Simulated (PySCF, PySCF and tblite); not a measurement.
One step of a conformer study of trans-CHF=CHCOOH, C3H3FO2, numbered as in [O:1]=[C:2]([OH:3])/[CH:4]=[CH:5]/[F:6]: PySCF, B3LYP/pcJ-1 indirect spin-spin coupling, non-relativistic, gas phase; conformer with 0°, 180°.

Torsions listed: O1–C2–O3–H3, O3–C2–C4–C5.

Input:

```
{"job": {"xc": "B3LYP", "basis": "pcJ-1", "kind": "j"}, "charge": 0, "multiplicity": 1}
O     -1.183757     0.883984     0.963113
C     -0.909267     0.140663     0.056506
O     -1.833687    -0.400030    -0.745963
C      0.448141    -0.290605    -0.317130
C      1.496083     0.142318     0.370396
F      2.739153    -0.217514     0.073729
H     -2.720823    -0.105893    -0.485729
H      0.540189    -0.959942    -1.157145
H      1.437529     0.813014     1.217041
```

Launched as:

```sh
OMP_NUM_THREADS=1 python ens_run.py task.json out
```

Output (atoms count from 0 there):

```
coarse grid: 8376 points
cycle   1  E = -366.1502938460  dE =  1.065e+00  |g| = 1.066e+00  |ddm| = 2.650e+00
cycle   2  E = -365.6565187436  dE =  4.938e-01  |g| = 1.940e+00  |ddm| = 2.157e+00
cycle   3  E = -366.3220616000  dE = -6.655e-01  |g| = 3.747e-01  |ddm| = 1.648e+00
cycle   4  E = -366.3457175046  dE = -2.366e-02  |g| = 1.093e-01  |ddm| = 2.797e-01
cycle   5  E = -366.3475650922  dE = -1.848e-03  |g| = 2.826e-02  |ddm| = 7.187e-02
cycle   6  E = -366.3477422879  dE = -1.772e-04  |g| = 7.926e-03  |ddm| = 2.513e-02
cycle   7  E = -366.3477530126  dE = -1.072e-05  |g| = 3.736e-03  |ddm| = 7.441e-03
cycle   8  E = -366.3477562931  dE = -3.280e-06  |g| = 5.955e-04  |ddm| = 2.928e-03
final grid: 83760 points
cycle   9  E = -366.4161325989  dE = -1.621e-04  |g| = 6.915e-03  |ddm| = 1.322e-02
cycle  10  E = -366.4161170627  dE =  1.554e-05  |g| = 1.153e-02  |ddm| = 1.066e-02
cycle  11  E = -366.4161395201  dE = -2.246e-05  |g| = 1.727e-03  |ddm| = 7.848e-03
cycle  12  E = -366.4161398695  dE = -3.494e-07  |g| = 1.073e-03  |ddm| = 1.666e-03
cycle  13  E = -366.4161400644  dE = -1.949e-07  |g| = 1.917e-04  |ddm| = 6.542e-04
cycle  14  E = -366.4161400713  dE = -6.885e-09  |g| = 2.874e-05  |ddm| = 1.421e-04
cycle  15  E = -366.4161400714  dE = -1.155e-10  |g| = 1.779e-05  |ddm| = 3.468e-05
converged SCF energy = -366.4161400714

Indirect spin-spin couplings (Hz)
  i      j    bonds     total        FC       PSO       DSO        SD
  0 O    1 C    1     26.679    15.852    13.327    -0.109    -2.392
  0 O    2 O    2     -7.133    -0.492    -7.545    -0.039     0.943
  0 O    3 C    2     -1.130    -2.161     0.533     0.036     0.461
  0 O    4 C    3     -2.851    -1.330     0.117    -0.009    -1.629
  0 O    5 F    4     -9.856    -0.537    -3.272     0.153    -6.200
  0 O    6 H    3      2.105    -0.821     2.392     0.046     0.487
  0 O    7 H    3     -1.564    -1.943    -0.053     0.352     0.080
  0 O    8 H    4      0.287     0.174     0.201    -0.149     0.061
  1 C    2 O    1     28.758    22.158     6.614    -0.145     0.131
  1 C    3 C    1     82.920    84.408    -2.479     0.343     0.648
  1 C    4 C    2      8.604     9.004    -0.189     0.058    -0.270
  1 C    5 F    3     19.965    15.363     3.485    -0.242     1.358
  1 C    6 H    2     -4.941    -3.344    -0.929    -0.524    -0.144
  1 C    7 H    2     -1.032    -0.668    -0.324    -0.014    -0.025
  1 C    8 H    3      2.896     3.199    -0.397     0.139    -0.045
  2 O    3 C    2    -26.485   -26.904     0.270    -0.009     0.158
  2 O    4 C    3     -6.255    -5.246    -0.590     0.041    -0.461
  2 O    5 F    4     -8.865    -2.318    -4.218     0.139    -2.468
  2 O    6 H    1    -80.243   -69.817   -10.018    -0.349    -0.059
  2 O    7 H    3     -0.484    -0.661     0.189    -0.089     0.076
  2 O    8 H    4      0.250     0.155    -0.129     0.194     0.030
  3 C    4 C    1    100.461   105.122    -9.058     0.258     4.139
  3 C    5 F    2     12.441    24.254   -24.681    -0.249    13.117
  3 C    6 H    3     10.381    10.438     0.624    -0.749     0.067
  3 C    7 H    1    169.850   168.193     0.278     1.012     0.366
  3 C    8 H    2     11.367    12.693    -0.841    -0.415    -0.070
  4 C    5 F    1   -358.134  -322.014   -31.007     0.645    -5.758
  4 C    6 H    4      3.306     3.349     0.481    -0.463    -0.061
  4 C    7 H    2     -6.243    -4.621    -1.170    -0.377    -0.076
  4 C    8 H    1    210.604   209.522    -0.689     1.066     0.704
  5 F    6 H    5      1.882     1.492     1.965    -1.444    -0.131
  5 F    7 H    3     14.015    19.605    -4.479    -0.387    -0.723
  5 F    8 H    2     84.578    86.243     2.212    -1.844    -2.033
  6 H    7 H    4      0.445     0.618     2.639    -2.800    -0.013
  7 H    8 H    3     12.677    12.818     2.785    -3.210     0.284
```

It took 28 s on 1 thread of Arm Neoverse V2, shared host (rough), peak memory 0.81 GiB, launched as `OMP_NUM_THREADS=1 python ens_run.py task.json out`.
